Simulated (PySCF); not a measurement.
# Static response to an electric field

C₄H₅OP.
Numbering: `[O:1]=[C:2]=[P:3][CH:4]1[CH2:5][CH2:6]1` (hydrogens: H7 on C4; H8, H9 on C5; H10, H11 on C6)

Geometry (GFN2-xTB, Å), atoms numbered from 1 in this order:
```
atom  x, y, z in Å
O1     3.3367   -0.3756    1.0355
C2     2.5452    0.0182    0.2811
P3     1.5278    0.6257   -0.8552
C4     0.0516   -0.3605   -0.2830
C5    -0.9176    0.2520    0.6842
C6    -1.2989    0.0923   -0.7521
H7     0.2307   -1.4267   -0.2227
H8    -0.7194    1.2508    1.0441
H9    -1.3723   -0.3938    1.4205
H10   -2.0212   -0.6642   -1.0200
H11   -1.3571    0.9845   -1.3584
```

Level: B3LYP/def2-SVPD (PySCF), static field, nuclei fixed, core orbitals frozen in the response. The polarisability tensor in these axes (au):

```
x   94.33 -3.64 10.06
y   -3.64 59.12 -5.46
z   10.06 -5.46 70.35
```

Diagonalise the tensor; give its mean and Δα, where Δα² is half the sum of the squared differences of the eigenvalues.

Principal values 56.90, 68.19 and 98.71 au; mean 74.60 au = 11.05 Å³ = 12.30 × 10⁻⁴⁰ C²·m²/J; Δα = 37.46 au (50 % of the mean).

What is the dipole moment, and where does it point?

(-2.08, -0.34, -0.15) D, 2.12 D in size, pointing from the negative to the positive side. Measured along this direction, the outermost atoms are O1 at the negative end and H10 at the positive end.

Give the eigenvalues of the traceless quadrupole moment Θ = ½Σq(3rr − r²1), origin at the centre of nuclear charge.

-3.57, -0.03, 3.60 D·Å. The values depend on the origin, since the dipole doesn't vanish. The electronic extent ⟨r²⟩ about the same centre is 775 bohr², a root-mean-square distance of 2.04 Å for the 52 electrons.

Refractivity n − 1 of an ideal gas of it at 350 K and 1 atm, from the electronic α?

N = p/kT = 2.0968 × 10¹⁹ cm⁻³, so n − 1 = 2π × N × 11.05 × 10⁻²⁴ cm³ = 1456 × 10⁻⁶ at long wavelengths, for an ideal gas.

What molar refraction does this α imply?

Lorentz–Lorenz: R = (4π/3)N_A α = 2.5225 cm³/(mol·Å³) × 11.05 Å³ = 27.9 cm³/mol, in the limit of long wavelengths.

Find the Langevin capture rate constant for O2+ (31.990 u) meeting this molecule (100.008 u), k = 2.342 × 10⁻⁹ cm³/s × √(α in Å³ / reduced mass in u).

The reduced mass is 24.24 u, so k = 1.58 × 10⁻⁹ cm³/s. The formula leaves out the permanent dipole, which adds to the capture rate.

In TDDFT the mean static polarisability is Σ f/ω² over all singlet excitations (ω in hartree). How much of it do the 8 lowest give? Their energies (eV) and oscillator strengths: 2.80, 0.0007; 4.81, 0.0075; 5.70, 0.0133; 5.85, 0.0118; 5.89, 0.0175; 6.06, 0.0734; 6.44, 0.0076; 6.66, 0.0500.

They add up to 3.69 au, 4.9 % of the 74.60 au; the largest single term is 1.48 au, from the state at 6.06 eV. Terms in order: 0.07, 0.24, 0.30, 0.26, 0.37, 1.48, 0.13, 0.84 au. Higher excitations give the rest. The strengths listed sum to 0.182.

Geometry: GFN2-xTB, one conformer, isolated molecule.
